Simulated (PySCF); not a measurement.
Can point charges reproduce the dipole moment of `O=C(O)CC(=O)O` (malonic acid)?

Coordinates (PBE0-D3(BJ)/def2-TZVP, Å) and charges (e) from the PBE0/pcSseg-2 density (PySCF):

```csv
atom,x,y,z,Mulliken,IAO,Hirshfeld,ESP-fitted
O1,1.731,-0.718,0.639,-0.3963,-0.4606,-0.2637,-0.5248
C2,1.245,-0.024,-0.207,+0.4048,+0.5616,+0.2162,+0.7153
O3,1.949,0.841,-0.950,-0.3269,-0.4892,-0.1680,-0.5700
C4,-0.211,-0.045,-0.597,+0.0400,-0.3843,-0.0879,-0.4317
C5,-1.094,0.057,0.620,+0.4054,+0.5615,+0.2160,+0.7187
O6,-0.992,0.901,1.463,-0.3966,-0.4609,-0.2640,-0.5264
O7,-2.040,-0.892,0.633,-0.3265,-0.4887,-0.1677,-0.5720
H8,2.869,0.777,-0.655,+0.2291,+0.3849,+0.1902,+0.4223
H9,-0.441,0.794,-1.256,+0.0688,+0.1954,+0.0693,+0.1719
H10,-0.406,-0.973,-1.135,+0.0690,+0.1953,+0.0693,+0.1740
H11,-2.572,-0.744,1.428,+0.2292,+0.3850,+0.1903,+0.4227
```

Problem. Form Σ q r in debye for every column and set it beside the full dipole.

Solution. The full density gives (-0.75, -0.20, -2.15) D, 2.29 D in size; dipole vectors point from the negative to the positive end.

| scheme | μx | μy | μz | size (D) | share of the full size (%) | angle to the full dipole (°) |
| --- | --- | --- | --- | --- | --- | --- |
| Mulliken | -0.97 | -0.24 | -2.75 | 2.93 | 128 | 0 |
| IAO | -0.88 | -0.23 | -2.50 | 2.66 | 116 | 0 |
| Hirshfeld | -0.63 | -0.17 | -1.82 | 1.93 | 84 | 0 |
| ESP-fitted | -0.76 | -0.21 | -2.20 | 2.33 | 102 | 0 |

Problem. Which set comes closest?

Solution. Length of the difference vector: ESP-fitted 0.05 D, Hirshfeld 0.36 D, IAO 0.38 D, Mulliken 0.64 D. Closest: ESP-fitted. The schemes that divide the density aren't constrained to reproduce the dipole.

Problem. What is left for the Hirshfeld atoms' own dipoles?

Solution. The Hirshfeld atoms' densities add up to the full density, so μ = Σ q r + Σ (atomic dipoles). The atomic dipoles sum to (-0.75, -0.20, -2.15) − (-0.63, -0.17, -1.82) = (-0.12, -0.03, -0.33) D, 0.36 D in size.

Problem. With the origin at the mean of the coordinates, (0.003, -0.002, -0.001) Å, which are the largest single terms, by size, of the Hirshfeld dipole along the direction of the full one?

Solution. O6 +1.44, O1 +1.40, H10 +0.43, H9 +0.42, H11 -0.40 D; all 11 atoms together +1.93 D. The single terms depend on the origin, their sum doesn't.

Problem. Give the size of the full dipole in other units.

Solution. 2.29 D = 0.900 au = 0.476 e·Å = 7.63 × 10⁻³⁰ C·m.

Geometry: PBE0-D3(BJ)/def2-TZVP, one conformer, isolated molecule.

These values come from a run that also computed NMR shieldings. On 2 threads of an AMD EPYC 7R43, no GPU, shared host, this took 35 s wall, 87 s CPU and 2.3 GiB of memory at its peak.

The values belong to the conformer `[O:1]=[C:2]([OH:3])[CH2:4][C:5](=[O:6])[OH:7]`: O1–C2–C4–C5 50°, C2–C4–C5–O6 52°, H–O3–C2–O1 0°, H–O7–C5–C4 -179°.
